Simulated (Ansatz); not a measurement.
## What each rung costs, and what it gives

Saddle point of C$_{2}$H$_{7}$Al, singlet (C₂H₇Al ([CH3][AlH][CH3]) → C₂H₅Al ([CH2][Al][CH3]) + H₂; bonds formed: H2–H4; bonds broken: Al1–H2, C3–H4), PBE0-D4/def2-TZVP structure:

```
atom    x (Å)    y (Å)    z (Å)
 Al1   0.0838   0.4131   0.0494
  H2   0.9647   0.2258  -1.5161
  C3  -1.3971   0.7065  -0.9953
  H4   0.0820  -0.0110  -1.6555
  C5   0.8798  -0.6537   1.4686
  H6  -2.4504   0.5758  -0.7499
  H7  -1.2695   1.3654  -1.8565
  H8   0.1347  -0.8885   2.2339
  H9   1.2622  -1.5961   1.0664
 H10   1.7099  -0.1374   1.9554
```

Barriers are electronic and count from the start structure reached by relaxing down the imaginary mode.

Computed with Ansatz 0.2.0 (basis: as named in each row); correlated methods freeze the cores. B3LYP uses VWN-RPA correlation. Extrapolation: Hartree–Fock as exp(−7.88 √X), correlation as X^−2.97.

Times are rough, for one single point on 2 threads of a shared host (Arm Neoverse V1).

The estimate by CCSD(T) at an estimated basis limit (MP2 extrapolated from triple and quadruple zeta, plus CCSD(T) − MP2 in triple zeta) is 71.22 kcal/mol.

```
      method       basis  time (s)  barrier (kcal/mol)  method less estimate
          HF      STO-3G   under 1              161.85                 90.63
      PBE-D4      STO-3G   under 1              112.69                 41.48
       SPW92    def2-SVP   under 1               61.75                 -9.47
    B3LYP-D4       6-31G   under 1               77.67                  6.45
      PBE-D4    def2-SVP   under 1               64.77                 -6.45
     PBE0-D4    def2-SVP         1               71.63                  0.41
       SPW92  def2-TZVPP         1               60.52                -10.69
     CCSD(T)    def2-SVP         2               73.93                  2.71
     BLYP-D4  def2-TZVPP         2               65.27                 -5.94
      PBE-D4  def2-TZVPP         2               63.66                 -7.56
    B3LYP-D4  def2-TZVPP         2               70.47                 -0.75
    BHLYP-D4  def2-TZVPP         2               77.83                  6.62
     PBE0-D4  def2-TZVPP         3               70.16                 -1.06
CAM-B3LYP-D4  def2-TZVPP         3               74.56                  3.34
   r2SCAN-D4  def2-TZVPP         4               67.61                 -3.61
  r2SCAN0-D4  def2-TZVPP         4               72.26                  1.05
     wB97M-V    def2-SVP         5               74.78                  3.56
      B2PLYP  def2-TZVPP         6               71.46                  0.25
    PBE-QIDH  def2-TZVPP         6               73.96                  2.74
  RPA on PBE  def2-TZVPP         6               71.01                 -0.20
     wB97X-V  def2-TZVPP         8               76.53                  5.31
     wB97M-V  def2-TZVPP         9               73.47                  2.25
      B97M-V  def2-TZVPP        10               71.43                  0.22
         MP2  def2-QZVPP        27               71.57                  0.36
     CCSD(T)  def2-TZVPP        53               71.87                  0.65
```

All methods are single points on the PBE0-D4 structures.

T1 diagnostic: at most 0.015. The restricted Hartree–Fock reference is unstable towards an unrestricted one at one or more of these structures.

Labels in which every atom is bracketed show which atoms are joined, not bond orders.
